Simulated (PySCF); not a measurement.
# SiO2 (SMILES O=[Si]=O) at wB97M-V/cc-pVTZ

What is the energy change on altering one bond length of SiO2 at wB97M-V/cc-pVTZ? 

The results are computed with PySCF 2.14.0.

4 further runs of the same task are left out: 4 set aside as unsound or not needed.

### 1 The structure to begin with

SiO2: 3 atoms, total charge 0, spin state singlet. As SMILES, `O=[Si]=O`. The shape is that of a GFN2-xTB optimisation.

Bond lengths: O1–Si2 1.491 Å, Si2–O3 1.491 Å. Angles: O1–Si2–O3 179.9°.

### 2 A single-point energy at wB97M-V/cc-pVTZ

Contents of run.py:

```python
from pyscf import gto, dft

system = gto.M(
    atom='O 0.691230 1.217290 0.513740; Si -0.000730 0.000440 -0.000160; O -0.690510 -1.217740 -0.513580',
    max_memory=1860,
    basis='cc-pvtz',
    charge=0,
    verbose=3,
)

ks = dft.RKS(system, xc='wb97m-v')
ks.nlcgrids.level = 1
ks.grids.level = 5
ks.conv_tol = 1e-10
ks.kernel()
if not ks.converged:
    ks = ks.newton().run(ks.mo_coeff, ks.mo_occ)

e_final = ks.e_tot
print(f'total energy: {e_final:.8f} hartree')
```

Launch:

```sh
$ OMP_NUM_THREADS=1 python run.py
```

The log of the run:

```text
converged SCF energy = -439.962615575181
total energy: -439.96261558 hartree
```

Wall time 35 s (1 thread of Arm Neoverse V2, shared host); peak memory 0.5 GiB.

### 3 The distorted shape at the same level

Contents of calc.py:

```python
from pyscf import gto, dft

molecule = gto.M(
    atom='''
O        0.898801       1.582314       0.667897
Si      -0.000730       0.000440      -0.000160
O       -0.690510      -1.217740      -0.513580
''',
    verbose=3,
    basis='cc-pvtz',
    max_memory=1860,
    spin=0,
)

mf = dft.RKS(molecule, xc='wb97m-v')
mf.grids.level = 5
mf.conv_tol = 1e-10
mf.nlcgrids.level = 1
mf.kernel()
if not mf.converged:
    mf = mf.newton().run(mf.mo_coeff, mf.mo_occ)

energy = mf.e_tot
print('Final energy', energy)
```

Launch:

```sh
$ OMP_NUM_THREADS=1 python calc.py
```

The log of the run:

```text
converged SCF energy = -439.870722060153
Final energy -439.87072206015256
```

It took 40 s on 1 thread of Arm Neoverse V2, shared host; peak memory 0.5 GiB.

### 4 Summary of results

At wB97M-V/cc-pVTZ:

| quantity | value |
| --- | --- |
| first shape: total energy | -439.96262 Eh |
| first shape: dipole moment | 0.01 D |
| first shape: HOMO energy | -12.24 eV |
| first shape: LUMO energy | -1.16 eV |
| first shape: HOMO–LUMO gap | 11.07 eV |
| distorted shape: total energy | -439.87072 Eh |
| distorted shape: dipole moment | 0.86 D |
| distorted shape: HOMO energy | -11.23 eV |
| distorted shape: LUMO energy | -2.22 eV |
| distorted shape: HOMO–LUMO gap | 9.01 eV |
| energy change with the O1–Si2 bond stretched from 1.491 to 1.938 Å | 2.501 eV |

With the O1–Si2 bond stretched from 1.491 to 1.938 Å the energy rises by 2.50 eV (58 kcal/mol). The first shape isn't relaxed at this level, so the change isn't measured from a minimum. Mulliken charges (first shape) run from -0.37 on O1 to +0.74 on Si2. Mulliken charges (distorted shape) run from -0.43 on O1 to +0.76 on Si2; they depend strongly on the basis.
